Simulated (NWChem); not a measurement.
System: fluorine (F2); SMILES FF

NWChem input:

```
start job
memory heap 200 mb stack 900 mb global 1100 mb
geometry units angstroms
  F      0.701335    -0.016522     0.008611
  F     -0.701335     0.016522    -0.008611
end
basis spherical
  * library def2-tzvp
end
dft
  xc pbe0
  disp vdw 4
  iterations 150
end
driver
  maxiter 120
end
task dft optimize
task dft freq
```

Parts of the log:

```
             Northwest Computational Chemistry Package (NWChem) 7.3.0
             --------------------------------------------------------

 ORDER OF PRIMARY AXIS IS BEING SET TO 4
 D4H symmetry detected

                             Geometry "geometry" -> ""
                             -------------------------

 Output coordinates in angstroms (scale by  1.889725989 to convert to a.u.)

  No.       Tag          Charge          X              Y              Z
 ---- ---------------- ---------- -------------- -------------- --------------
    1 F                    9.0000     0.00000000     0.00000000     0.70158243
    2 F                    9.0000     0.00000000     0.00000000    -0.70158243

 Effective nuclear repulsion energy (a.u.)      30.5476272291

      Symmetry information
      --------------------

 Group name             D4h
 Group number             28
 Group order              16
 No. of unique centers     1

                                Z-matrix (autoz)
                                --------

 Units are Angstrom for bonds and degrees for angles

      Type          Name      I     J     K     L     M      Value
      ----------- --------  ----- ----- ----- ----- ----- ----------
    1 Stretch                  1     2                       1.40316

                           NWChem Geometry Optimization
                           ----------------------------

 maximum gradient threshold         (gmax) =   0.000450
 rms gradient threshold             (grms) =   0.000300
 maximum cartesian step threshold   (xmax) =   0.001800
 rms cartesian step threshold       (xrms) =   0.001200
 fixed trust radius                (trust) =   0.300000
 source of zmatrix                         =   autoz

          -------------------
          Energy Minimization
          -------------------

 Using diagonal initial Hessian
 Scaling for Hessian diagonals: bonds = 1.00  angles = 0.25  torsions = 0.10

          --------
          Step   0

                                 NWChem DFT Module
                                 -----------------

 Summary of "ao basis" -> "ao basis" (spherical)
 ------------------------------------------------------------------------------
       Tag                 Description            Shells   Functions and Types
 ---------------- ------------------------------  ------  ---------------------
 F                         def2-tzvp                11       31   5s3p2d1f

[...]

      ----------------------
      Optimization converged
      ----------------------

  Step       Energy      Delta E   Gmax     Grms     Xrms     Xmax
  ---- ---------------- -------- -------- -------- -------- --------
@    2    -199.40866624 -1.8D-07  0.00003  0.00003  0.00028  0.00048
                                     ok       ok       ok       ok

                                Z-matrix (autoz)
                                --------

 Units are Angstrom for bonds and degrees for angles

      Type          Name      I     J     K     L     M      Value     Gradient
      ----------- --------  ----- ----- ----- ----- ----- ---------- ----------
    1 Stretch                  1     2                       1.37559   -0.00003

                         Geometry "geometry" -> "geometry"
                         ---------------------------------

 Output coordinates in angstroms (scale by  1.889725989 to convert to a.u.)

  No.       Tag          Charge          X              Y              Z
 ---- ---------------- ---------- -------------- -------------- --------------
    1 F                    9.0000     0.00000000     0.00000000     0.68779609
    2 F                    9.0000     0.00000000     0.00000000    -0.68779609

 Effective nuclear repulsion energy (a.u.)      31.1599306003

      Symmetry information
      --------------------

 Group name             D4h
 Group number             28
 Group order              16
 No. of unique centers     1

                Final and change from initial internal coordinates
                --------------------------------------------------

                                Z-matrix (autoz)
                                --------

 Units are Angstrom for bonds and degrees for angles

[...]

 Rotational Constants
 --------------------
 A=   0.000000 cm-1  (  0.000000 K)
 B=   0.937851 cm-1  (  1.349328 K)
 C=   0.937851 cm-1  (  1.349328 K)

 Temperature                      =   298.15K
 frequency scaling parameter      =   1.0000

 Linear Molecule

 Zero-Point correction to Energy  =    1.572 kcal/mol  (  0.002506 au)
 Thermal correction to Energy     =    3.068 kcal/mol  (  0.004890 au)
 Thermal correction to Enthalpy   =    3.661 kcal/mol  (  0.005834 au)

 Total Entropy                    =   48.211 cal/mol-K
   - Translational                =   36.817 cal/mol-K (mol. weight =  37.9968)
   - Rotational                   =   11.332 cal/mol-K (symmetry #  =        2)
   - Vibrational                  =    0.062 cal/mol-K

 Cv (constant volume heat capacity) =    5.245 cal/mol-K
   - Translational                  =    2.979 cal/mol-K
   - Rotational                     =    1.986 cal/mol-K
   - Vibrational                    =    0.280 cal/mol-K

[normal modes left out]

 ----------------------------------------------------------------------------
 Normal Eigenvalue ||           Projected Infra Red Intensities
  Mode   [cm**-1]  || [atomic units] [(debye/angs)**2] [(KM/mol)] [arbitrary]
 ------ ---------- || -------------- ----------------- ---------- -----------
    1       -0.000 ||    0.000000           0.000         0.000      29.471
    2        0.000 ||    0.000000           0.000         0.000       0.099
    3        0.000 ||    0.000000           0.000         0.000       0.127
    4        0.000 ||    0.000000           0.000         0.000       0.261
    5        0.000 ||    0.000000           0.000         0.000      27.318
    6     1100.373 ||    0.000000           0.000         0.000       2.723
 ----------------------------------------------------------------------------
```

Level: PBE0-D3(BJ)/def2-TZVP.
